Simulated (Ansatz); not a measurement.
A nudged elastic band was laid between two geometries of C₄H₇N (12 atoms, charge 0, multiplicity 1).

These are results of Ansatz, RKS BLYP-D4/6-31G, not measurements.

| Property | Result |
| --- | --- |
| movable images | 5 |
| climbing image | yes |
| spring | 5.0 eV/Å² |
| optimiser | quadratic models (default) |
| start path | through a guess of the saddle point |
| force threshold | 0.05 eV/Å |
| iteration limit | 60 |
| end points | relaxed |

Initial state:

```xyz
12
Properties=species:S:1:pos:R:3
C -1.374 -0.441 0.403
C 0.007 0.014 -0.059
C 1.191 -0.893 0.266
C 0.174 1.163 -0.707
N 0.305 2.152 -1.465
H -2.161 0.276 0.123
H -1.401 -0.570 1.502
H -1.629 -1.420 -0.046
H 1.286 -1.043 1.358
H 2.142 -0.483 -0.107
H 1.049 -1.892 -0.188
H 0.489 3.083 -1.044
```

Final state:

```xyz
12
Properties=species:S:1:pos:R:3
C -1.371 -0.429 0.430
C 0.004 0.019 -0.058
C 1.165 -0.955 0.119
C 0.187 1.219 -0.601
N 0.323 2.271 -1.268
H -1.685 -1.354 -0.091
H -2.142 0.337 0.256
H -1.351 -0.657 1.514
H 1.311 -1.207 1.188
H 2.111 -0.547 -0.269
H 0.959 -1.903 -0.413
H 0.567 3.150 -0.773
```

(1) Which bonds break or form, and what moves?

(2) What energy profile does the band end with?

(3) What is the geometry of the highest image?

(4) What are the harmonic wavenumbers there?

The band took 16 iterations and of the order of 3 core-minutes.

## Answers

(1) No bond is made or broken. The dihedral H7–C1–C2–C4 goes from -120 to 1°. The two ends are copies of one structure, up to a mirror image or an exchange of like atoms.

(2) It converged. The highest image is number 3 of 0 to 6, 0.076 eV above the ends, which have the same energy within 2 meV. A vibrational analysis at the climbing image gives one clearly imaginary mode, 176i cm⁻¹: a first-order saddle point. Limits of this set-up: no polarisation functions.

| image | path coordinate (Å) | energy (eV) | dihedral H7–C1–C2–C4 (°) |
| --- | --- | --- | --- |
| 0 | 0.00 | 0.000 | -120 |
| 1 | 0.59 | 0.018 | -99 |
| 2 | 1.17 | 0.056 | -80 |
| 3 | 1.76 | 0.076 | -60 |
| 4 | 2.35 | 0.057 | -40 |
| 5 | 2.94 | 0.019 | -20 |
| 6 | 3.52 | 0.000 | 1 |

(3) 
```xyz
12
Properties=species:S:1:pos:R:3
C -1.382 -0.426 0.432
C 0.006 0.014 -0.053
C 1.175 -0.952 0.129
C 0.191 1.208 -0.608
N 0.323 2.254 -1.286
H -2.116 -0.462 -0.393
H -1.788 0.243 1.211
H -1.317 -1.438 0.865
H 1.324 -1.198 1.198
H 2.118 -0.535 -0.259
H 0.980 -1.903 -0.401
H 0.564 3.140 -0.801
```

(4) 176i, 174, 176, 260, 342, 430, 618, 717, 748, 985, 1015, 1017, 1022, 1085, 1172, 1346, 1413, 1425, 1489, 1498, 1504, 1507, 2051, 2940, 2959, 2986, 3013, 3045, 3053, 3239 cm⁻¹.

Run time: 3.5 min on 1 CPU thread of a shared host.
